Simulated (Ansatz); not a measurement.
**SiF+ (triplet): wave-function methods side by side at distance Si1–F2 = 2.926 Å, 6-31G**

The task here is to estimate one member of a computed series from the others.

The runs use Ansatz 0.2.0, Gaussian basis; 6-31G, core rule «outside noble gas», up to 6 orbitals frozen.

Plan: UHF; CCSD(T) on ROHF; CCSD(T) on UHF; BCCD(T) on ROHF; CISD; CCSDT(Q) on ROHF; CCSDT(Q) on UHF; CISDTQ; CCSDTQ on ROHF; CCSDTQ on UHF; CASSCF and MRCISD+Q, 4 electrons in 4 orbitals; CASSCF and NEVPT2, 4 electrons in 4 orbitals; CASSCF and MRCISD+Q, 10 electrons in 8 orbitals; CASSCF and MRCISD+Q(relaxed), 10 electrons in 8 orbitals; CASSCF and NEVPT2, 10 electrons in 8 orbitals; Full CI.

29 further runs of the same task are left out: 9 for a known fault of the program, 14 that didn't finish, 6 set aside as unsound or not needed.

**The system**

The geometry derives from a PBE0/def2-TZVP stationary point (not a proven minimum). One bond is set to the value named and the two fragments are kept rigid.

2 atoms, charge 1, spin multiplicity 3.

Atoms are counted from 1 here; the program's logs count them from 0.

No contacts short enough for the rule that draws bonds.

The first run:

Contents of in.yaml:

```yaml
crystal:
  periodic: [false, false, false]
  atoms:
    - {symbol: Si, position_ang: [0.000000, 0.000000, 0.000000]}
    - {symbol: F, position_ang: [0.000000, 0.000000, 2.926000]}
basis:
  gaussian: {orbitals: 6-31G}
total_charge: 1
magnetization: {spin_polarized: true, initial_magnetization: 2}
hamiltonian: {xc: hf}
output: {orbitals: {seedname: orbitals}}
```

Run with:

```
$ ansatz run in.yaml --threads 1 --pin off --events-out ev --progress --plain --max-ram 2393MiB
```

Among the steps run: UHF; CCSD(T) on ROHF; CCSD(T) on UHF; BCCD(T) on ROHF; CISD; CCSDT(Q) on ROHF; CCSDT(Q) on UHF; CISDTQ; CCSDTQ on ROHF; CCSDTQ on UHF; CASSCF and MRCISD+Q, 4 electrons in 4 orbitals; CASSCF and NEVPT2, 4 electrons in 4 orbitals; CASSCF and MRCISD+Q, 10 electrons in 8 orbitals; CASSCF and MRCISD+Q(relaxed), 10 electrons in 8 orbitals; CASSCF and NEVPT2, 10 electrons in 8 orbitals; Full CI.

One table of the session follows, with a row left open; its other results are not shown here.

| method | from FCI (kcal/mol) |
| --- | --- |
| ROHF | +74.68 |
| UHF | +74.23 |
| RMP2 | +12.59 |
| UMP2 | +12.42 |
| CISD | +4.05 |
| RCCSD | ? |
| UCCSD | +0.80 |
| RCCSD(T) | +0.40 |
| UCCSD(T) | +0.39 |
| BCCD(T) | +0.39 |
| RCCSDT | +0.21 |
| UCCSDT | +0.20 |
| CISDTQ | +0.34 |
| RCCSDT(Q) | +0.12 |
| UCCSDT(Q) | +0.11 |
| RCCSDTQ | +0.02 |
| UCCSDTQ | +0.02 |
| FCI | 0 |

**Question.** Estimate the row for RCCSD.

As computed: from FCI (kcal/mol): +0.81. In the column «from FCI (kcal/mol)» it lies between UCCSD (+0.80) and CISD (+4.05).

Among the levels timed on like hardware and quicker than the yardstick, those that no quicker one beats, quickest first: CISD (0.94 s, +4.05 kcal/mol); BCCD(T) (1.7 s, +0.39 kcal/mol); UCCSD(T) (2 s, +0.39 kcal/mol); CISDTQ (6 s, +0.34 kcal/mol); RCCSDT(Q) (6 s, +0.12 kcal/mol); UCCSDT(Q) (9.5 s, +0.11 kcal/mol).

Left out of the table: CASSCF pair, NEVPT2 pair, MRCISD pair, MRCISD+Q pair, CASSCF valence, NEVPT2 valence, MRCISD valence, MRCISD+Q valence (the active space lost an orbital or holds another state than full CI finds).

Caveats from the session: The yardstick is full CI for this spin, exact in this basis with these frozen cores. Left out of the table: MRCISD+Q(relaxed) valence (another determinant or state than the rows shown). The program flags RCCSDTQ, UCCSDTQ as in doubt, so those rows may rest on another solution; read them beside their warnings. Levels on UHF freeze UHF's core orbitals, full CI those of ROHF, so the U rows can settle a little off it for that reason alone. Restricted and unrestricted rows rest on different reference determinants; where their highest levels disagree by more than a few hundredths of an eV, they describe different states and don't form one ladder. Warnings in the runs' records: other amplitudes.
